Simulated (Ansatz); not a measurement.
# HOSi: the cost of one run

Program: Ansatz 0.2.0, Gaussian basis. Level of theory: def2-QZVPP, core rule «outside noble gas», up to 6 orbitals frozen. These are calculated values, not measurements.

Plan: UHF; ROHF; CCSD(T) on UHF.

2 further runs of the same task are left out: 2 set aside as unsound or not needed.

**1. What is computed**

The geometry is a PBE0/def2-TZVP stationary point (not a proven minimum) of the parent state, kept for this charge and spin.

3 atoms, charge 1, spin multiplicity 3.

Atoms are counted from 1 here; the program's logs count them from 0.

Bond lengths: Si1–O2 1.650 Å, O2–H3 0.962 Å. Angles: Si1–O2–H3 118.7°.

**2. UHF**

Contents of in.yaml:

```yaml
crystal:
  periodic: [false, false, false]
  atoms:
    - {symbol: Si, position_ang: [0.000000, 0.030957, 0.632254]}
    - {symbol: O, position_ang: [0.000000, -0.098798, -1.012863]}
    - {symbol: H, position_ang: [0.000000, 0.705682, -1.539731]}
basis:
  gaussian: {orbitals: "def2-QZVPP.json"}
total_charge: 1
magnetization: {spin_polarized: true, initial_magnetization: 2}
hamiltonian: {xc: hf}
output: {orbitals: {seedname: orbitals}}
```

Command:

```
ansatz run in.yaml --threads 1 --pin off --events-out ev --progress --plain --max-ram 4096MiB --backend cpu
```

**Question.** How long does this run take on 1 thread of AMD EPYC 7R13, shared host, and how much memory does it need?

About 9.5 s, with a peak of 0.32 GiB.
